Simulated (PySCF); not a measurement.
CH2O3 (charge +1 and doublet state).
Geometry (PBE0-D3(BJ)/def2-SVP, Å), atoms numbered from 1 in this order:
```
atom  x, y, z in Å
O1     0.0843    1.3072    0.1847
C2     0.0072    0.0469   -0.0007
O3     1.0522   -0.6724   -0.0697
O4    -1.1162   -0.5330   -0.1223
H5     1.9109   -0.2121    0.0255
H6    -1.9130    0.0327   -0.0628
```

The hyperfine couplings belong to this conformer and change with its torsions.

Identity: `[O+]=C(O)O` [radical] (charge +1).

The calculation used PySCF, UKS B3LYP, IGLO-III on C O, pcH-1 on H, non-relativistic, mean-field spin-orbit, GIAO. The structure is a single PBE0-D3(BJ)/def2-SVP conformer in the gas phase; no vibrational or solvent corrections. Stability of the SCF solution: not tested. No frequencies were computed at this geometry's level, so the symmetric structure isn't shown to be a minimum.

(1) Match the computed a_iso(17O) values -43.6, +11.9 MHz (means over equivalent nuclei) with the sites O1; O3/O4.

## Answers

(1) 
```json
{"site": "O1", "a_iso (MHz)": "-43.6", "ρ(0) (bohr⁻³)": "+0.0720", "position": "largest spin population", "distance from O1 (Å)": "0.00", "spin population": "+0.94", "largest |T| (MHz)": "271.1"}
{"site": "O3/O4", "a_iso (MHz)": "+11.9", "ρ(0) (bohr⁻³)": "-0.0197", "position": "2 bonds from O1", "distance from O1 (Å)": "2.22", "spin population": "+0.07", "largest |T| (MHz)": "31.8"}
```

ρ(0) is the spin density at the nucleus and T the dipolar tensor; entries for several nuclei are means. Largest spin populations (Mulliken): O1 (+0.94), C2 (-0.08), O3 (+0.07) and O4 (+0.07). No atom but O1 exceeds +0.15. The positive populations add up to 1.08 and the negative ones to -0.08, together 2S = 1.
